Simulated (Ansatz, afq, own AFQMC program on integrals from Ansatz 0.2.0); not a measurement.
**Where AFQMC and coupled cluster stand for S, quintet**

A free S atom.

Basis cc-pVDZ. Noble-gas cores (and the filled d shells of Ga–Kr and In–Xe) are frozen. AFQMC by an in-house program on the Cholesky factors that Ansatz 0.2.0 writes for its CCSD(T) run. The CISD trial takes its coefficients from CCSD amplitudes. Released means that phaseless walkers are propagated on without the constraint, phases kept. Error bars are statistical, one sigma.

Determinant: UHF, the one that the program's search chose, which needn't be the lowest solution.

Full CI on the same integrals is exact in this basis and with this determinant's frozen core.

Cautions: another spin lies lower (by 16.11 eV); in this basis the state lies above a state of the ion, a sign that the basis lacks the diffuse functions it needs, so its energy is an artefact of the basis; the search met a lower determinant of the same kind, perhaps of another symmetry (80 meV lower), and this one is a saddle point.

```
T1 diagnostic                               : 0.0022
weight of the determinant in the CISD state : 0.924
⟨S²⟩ of the determinant                     : 6.000
size of the correlated space                : 6 electrons in 13 orbitals
```

| level | correlation energy (eV) |
| --- | --- |
| MP2 | -2.5127 |
| CCSD | -3.0913 |
| CCSD(T) | -3.1515 |

Q: Estimate where phaseless AFQMC with a CISD trial lies against CCSD(T) on the same integrals.

A: 6.9 ± 2.9 meV below CCSD(T).

Reference: full CI, correlation energy -3.176 eV. The released energy is read at 2.40 1/Eh (meV from the phaseless value at times in 1/Eh: -5 ± 3 at 0.24, -11 ± 3 at 0.51, -13 ± 3 at 0.99, -18 ± 3 at 1.62, -17 ± 3 at 2.40).

| level | E − E(reference) (meV) | share of correlation (%) |
| --- | --- | --- |
| CCSD(T) | 24.4 | 99.23 |
| CCSDT | 10.7 | 99.66 |
| CCSDT(Q) | 2.3 | 99.93 |
| CCSDTQ | 0.2 | 99.99 |
| ph-AFQMC/CISD | 17.5 ± 2.9 | 99.45 |
| released AFQMC | 0.1 ± 3.4 | 100.00 |

CCSDT and higher add their correlation energy to the determinant of the CCSD(T) run, since their own runs factorise the integrals more tightly (a shift of under 2 meV). A walk keeps the symmetry of its determinant, which the program's search chose and which needn't be the lowest solution, so a lower state of the same spin and another symmetry isn't excluded. Released energies are given only where the last usable release times agree within the noise; a slower fall can still hide under it.
